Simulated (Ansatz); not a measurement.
# AlPN (quartet): wave-function methods side by side, cc-pVDZ

The task here is to estimate one member of a computed series from the others.

Program: Ansatz 0.2.0, Gaussian basis. Level of theory: cc-pVDZ, core rule «outside noble gas», up to 11 orbitals frozen. These are calculated values, not measurements.

Plan: UHF; CCSD(T) on ROHF; CCSD(T) on UHF; BCCD(T) on ROHF; CISD; CCSDT(Q) on ROHF; CCSDT(Q) on UHF; CASSCF and MRCISD+Q, 9 electrons in 10 orbitals; CASSCF and NEVPT2, 9 electrons in 10 orbitals.

31 further runs of the same task are left out: 10 for a known fault of the program, 8 that didn't finish, 13 set aside as unsound or not needed.

## The geometry

The geometry is a PBE0/def2-TZVP stationary point (not a proven minimum) of the parent state, kept for this charge and spin.

3 atoms, charge 0, spin multiplicity 4.

Atoms are counted from 1 here; the program's logs count them from 0.

Bond lengths: Al1–N3 1.822 Å, P2–N3 1.528 Å. Angles: Al1–N3–P2 180.0°.

The first run:

Input file in.yaml:

```yaml
crystal:
  periodic: [false, false, false]
  atoms:
    - {symbol: Al, position_ang: [0.000000, 0.000000, 1.723793]}
    - {symbol: P, position_ang: [0.000000, 0.000000, -1.626028]}
    - {symbol: N, position_ang: [0.000000, 0.000000, -0.097765]}
basis:
  gaussian: {orbitals: cc-pVDZ}
magnetization: {spin_polarized: true, initial_magnetization: 3}
hamiltonian: {xc: hf}
output: {orbitals: {seedname: orbitals}}
```

Launch:

```bash
$ ansatz run in.yaml --threads 1 --pin off --events-out ev --progress --plain --max-ram 2393MiB
```

Steps of the session up to this table: UHF; CCSD(T) on ROHF; CCSD(T) on UHF; BCCD(T) on ROHF; CISD; CCSDT(Q) on ROHF; CCSDT(Q) on UHF; CASSCF and MRCISD+Q, 9 electrons in 10 orbitals; CASSCF and NEVPT2, 9 electrons in 10 orbitals.

One of the session's tables, all rows but one given; the rest of the session is left out.

```
          method  from RCCSDT(Q) (meV)
             UHF               +8942.0
            RMP2                +805.0
            UMP2               +1451.7
            CISD               +1675.6
           RCCSD                +602.7
           UCCSD                +590.1
        RCCSD(T)                     ?
        UCCSD(T)                +141.0
         BCCD(T)                +109.2
          RCCSDT                 +69.2
          UCCSDT                 +69.3
       RCCSDT(Q)                     0
       UCCSDT(Q)                  -5.2
  CASSCF valence               +6406.5
  NEVPT2 valence               +1204.7
  MRCISD valence                +713.1
MRCISD+Q valence                +151.4
```

**Question.** Estimate the row for RCCSD(T).

The run gave: from RCCSDT(Q) (meV): +98.1. In the column «from RCCSDT(Q) (meV)» it lies between UCCSDT (+69.3) and BCCD(T) (+109.2).

Left out of the table: ROHF (another determinant or state than the rows shown).

Caveats from the session: Warnings: spin contamination; coupled cluster took another determinant than the lowest. Restricted and unrestricted rows rest on different reference determinants; where their highest levels disagree by more than a few hundredths of an eV, they describe different states and don't form one ladder.
